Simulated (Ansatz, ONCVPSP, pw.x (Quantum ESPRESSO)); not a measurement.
# What a changed setting does to a pw.x run (bcc Ga)

Potential: optimised norm-conserving Vanderbilt (ONCV), ONCVPSP 4.0.1.1 (patched build), PBEsol; core [Ar] 3d10, reference 4s2 4p1; waves: 4s: rc 1.85 bohr, ncon 3, nbas 7, qcut 3.3 1/bohr, 2 projectors, debl 3.4 Ha; 4p: rc 2.50 bohr, ncon 4, nbas 9, qcut 3.4 1/bohr, 2 projectors, debl 3.5 Ha; d scattering state at 0.09 Ha: rc 2.55 bohr, ncon 4, nbas 8, qcut 4.3 1/bohr, 2 projectors, debl 3 Ha; local part: polynomial inside 1.30 bohr (lpopt 2, dvloc0 -1 Ha); core correction: Teter function, fcfact 2, rcfact 1.25.

The reference run (k-mesh 14³, cutoffs 90/360 Ry, Fermi–Dirac 0.01 Ry, mixing_beta 0.4, conv_thr 1e-9, no spin) gives -0.68 GPa at 18.120 Å³/atom, where all-electron LAPW gives -0.58 GPa. This run, with its own iteration cap, changes k-mesh shift to 1.

```
&control
  calculation='scf', prefix='x', pseudo_dir='./', outdir='./tmp', tstress=.true., disk_io='none'
/
&system
  ibrav=0, nat=1, ntyp=1, ecutwfc=90, ecutrho=360, nbnd=8,
  occupations='smearing', smearing='fd', degauss=0.01
/
&electrons
  conv_thr=1e-09, mixing_beta=0.4, electron_maxstep=50
/
ATOMIC_SPECIES
Ga 1.0 Ga.UPF
CELL_PARAMETERS angstrom
  -1.65462431 1.65462431 1.65462431
  1.65462431 -1.65462431 1.65462431
  1.65462431 1.65462431 -1.65462431
ATOMIC_POSITIONS crystal
Ga 0.0000 0.0000 0.0000
K_POINTS automatic
14 14 14 1 1 1
```

```bash
pw.x < Ga.scf.in > Ga.scf.out
```

Task: How does the run end?

Result: It converges in 6 iterations; the free energy moves by +4.0 meV/atom and the pressure by +0.17 GPa.

```
Message from routine setup:
     using ibrav=0 with symmetry is DISCOURAGED, use correct ibrav instead
     lattice parameter (alat)  =       5.4158  a.u.
     unit-cell volume          =     122.2798 (a.u.)^3
     number of electrons       =         3.00
     number of Kohn-Sham states=            8
     kinetic-energy cutoff     =      90.0000  Ry
     charge density cutoff     =     360.0000  Ry
     scf convergence threshold =      1.0E-09
     Exchange-correlation= PBESOL
     number of k points=   100  Fermi-Dirac smearing, width (Ry)=  0.0100
     iteration #  1     ecut=    90.00 Ry     beta= 0.40
     total energy              =      -4.79124394 Ry
     estimated scf accuracy    <       0.00276648 Ry
     iteration #  2     ecut=    90.00 Ry     beta= 0.40
     total energy              =      -4.79092419 Ry
     estimated scf accuracy    <       0.00087047 Ry
     iteration #  3     ecut=    90.00 Ry     beta= 0.40
     total energy              =      -4.79095823 Ry
     estimated scf accuracy    <       0.00000075 Ry
     iteration #  4     ecut=    90.00 Ry     beta= 0.40
     total energy              =      -4.79095945 Ry
     estimated scf accuracy    <       0.00000002 Ry
     iteration #  5     ecut=    90.00 Ry     beta= 0.40
     total energy              =      -4.79095945 Ry
     estimated scf accuracy    <          5.6E-09 Ry
     iteration #  6     ecut=    90.00 Ry     beta= 0.40
     the Fermi energy is     6.0754 ev
!    total energy              =      -4.79095945 Ry
     estimated scf accuracy    <          1.1E-11 Ry
     smearing contrib. (-TS)   =      -0.00184524 Ry
     The total energy is F=E-TS. E is the sum of the following terms:
     one-electron contribution =       2.43764670 Ry
     hartree contribution      =       0.01508941 Ry
     xc contribution           =      -2.00434881 Ry
     ewald contribution        =      -5.23750151 Ry
     convergence has been achieved in   6 iterations
          total   stress  (Ry/bohr**3)                   (kbar)     P=       -5.13
     Message from routine punch:
     Nothing written, as per user request (disk_io='none')
```

The run took about 29 s on one core of a shared host (Neoverse-N1, 64 threads, 498 GiB, load 23).
